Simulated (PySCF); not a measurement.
**Silicon: a sound run and one with changed settings**

Sound run: Si [Ne] 3s2 3p2, Si⁺ [Ne] 3s2 3p1. Computed with PySCF 2.14 in cc-pVDZ-DK, with scalar relativity by spin-free X2C-1e. In the sound run the correlated levels freeze [Ne]. The sound run starts from symmetry-adapted Hartree-Fock orbitals and uses a fine grid where one is needed.

A second run was set up differently.

| species | method | sound run (hartree) | changed run (hartree) | converged |
| --- | --- | --- | --- | --- |
| Si | MP2 | -289.49698 | -289.50236 | yes |
| Si | CCSD(T) | -289.51699 | -289.52216 | yes |
| Si⁺ | MP2 | -289.20633 | -289.21176 | yes |
| Si⁺ | CCSD(T) | -289.22527 | -289.23057 | yes |

Ionisation energy of Si:

```tsv
method	sound run (eV)	changed run (eV)
UHF	7.632	7.632
MP2	7.909	7.908
SCS-MP2	7.837	7.835
CCSD	7.928	7.925
CCSD(T)	7.938	7.934
```

What was changed?
A. level shift left on
B. all electrons correlated in a valence basis
C. too few SCF iterations
D. minimal basis

B. A valence basis has no tight correlating functions, so it recovers only part of the core correlation, and not evenly between atom and ion.
